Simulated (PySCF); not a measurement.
Gas-phase reaction: SiCl + Si2N + 5 HCl ⇌ H3SiSiCl3 + SiCl3NH2

Method: PySCF energies plus ideal-gas RRHO corrections (1 bar). † marks an energy on the PBE0/def2-TZVP geometry and frequencies; other levels use their own. Open shells (unrestricted): SiCl (multiplicity 2, electronic degeneracy 4), Si2N (multiplicity 2, electronic degeneracy 4); the rest are closed-shell singlets. Spin-orbit splitting is ignored; it lowers the true energy and changes the entropy of SiCl, Si2N. B3LYP is the form with VWN-RPA correlation. H3SiSiCl3, SiCl3NH2: computed as isolated molecules; such fragments, hydroxides, amides, oligomers or adducts are transient or little studied in the gas. The harmonic model lacks anharmonicity and excited electronic states, which grow with temperature; levels with a mode under 35 cm⁻¹ are left out. Internal rotation in H3SiSiCl3, SiCl3NH2 is treated as a harmonic vibration of one conformer, which makes the entropy rough.

```json
[
 {"level": "B3LYP/def2-TZVP†", "ΔE electronic, kJ": "-1074", "ΔH°(298 K), kJ": "-1035", "ΔS°(298 K), J/K": "-696", "ΔG°(600 K), kJ": "-619"},
 {"level": "PBE/def2-TZVP†", "ΔE electronic, kJ": "-1119", "ΔH°(298 K), kJ": "-1080", "ΔS°(298 K), J/K": "-696", "ΔG°(600 K), kJ": "-663"},
 {"level": "PBE0/def2-TZVP", "ΔE electronic, kJ": "-1181", "ΔH°(298 K), kJ": "-1142", "ΔS°(298 K), J/K": "-696", "ΔG°(600 K), kJ": "-725"},
 {"level": "LDA/def2-TZVP†", "ΔE electronic, kJ": "-1280", "ΔH°(298 K), kJ": "-1241", "ΔS°(298 K), J/K": "-696", "ΔG°(600 K), kJ": "-825"},
 {"level": "ωB97X-V/def2-TZVP†", "ΔE electronic, kJ": "-1240", "ΔH°(298 K), kJ": "-1200", "ΔS°(298 K), J/K": "-696", "ΔG°(600 K), kJ": "-784"}
]
```
ΔH° is lowest at LDA/def2-TZVP† and highest at B3LYP/def2-TZVP†. No reference value is set beside these.
